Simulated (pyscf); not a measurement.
Cl–BH–Cl + H₂O → HO–B(Cl)–Cl + H₂, a four-centre exchange (singlet surface; B–H, H–O broken, B–O, H–H formed). Optimised with ωB97X-D3(BJ)/def2-SVP in PySCF. Energies in kcal/mol from the separated reactants.

Small-basis levels: PySCF, no dispersion term, spherical d functions. AM1 to PM7: differences of heats of formation from MOPAC, which are fitted to 298 K values and so differ in kind from electronic energies by zero-point and thermal terms. GFN2-xTB: tblite. Cost: rough CPU time at the saddle relative to B3LYP/6-31G*, from one job on a shared machine.

| level | barrier | reaction energy | cost |
|---|---|---|---|
| HF/6-31G* | 39.2 | -27.4 | 0.10 |
| SVWN5/6-31G* | -4.4 | -36.6 | 0.9 |
| B3LYP/STO-3G | 4.1 | -56.0 | 0.5 |
| B3LYP/LANL2DZ | 23.3 | -27.3 | 0.7 |
| M06-2X/6-31G* | 15.5 | -33.4 | 3 |
| GFN2-xTB | 38.3 | -14.2 | under 0.02 |
| PM3 | 22.0 | -48.4 | under 0.02 |
| PM6 | -3.6 | -58.6 | under 0.02 |
| PM7 | -1.4 | -59.6 | under 0.02 |
| ωB97M-D3(BJ)/def2-TZVP | 18.2 | -27.5 | – |

Against the last row the barrier runs from -22.6 (SVWN5/6-31G*) to +21.0 kcal/mol (HF/6-31G*). At SVWN5/6-31G*, PM6, PM7 this geometry lies under one side, so the entry may be no barrier of that level: it is a single point on another level's saddle. ωB97M-D3(BJ)/def2-TZVP has limits of its own. On the reactant side the descent ends in an adduct with a B–O contact, 12.1 kcal/mol under the separated species and 30.5 kcal/mol under the saddle at ωB97X-D3(BJ)/def2-TZVP. What is counted as formed (B–O) is already present as a longer contact in the reactant adduct; forming that adduct is a step of its own. At the saddle there is also a short B–H contact that neither side keeps. The same reactants have a lower exit, to HCl + HO–BH–Cl (barrier +6.5 kcal/mol at ωB97M-D3(BJ)/def2-TZVP, against +18.2 kcal/mol here). This is the saddle that the search found; another between the same sides may lie lower.
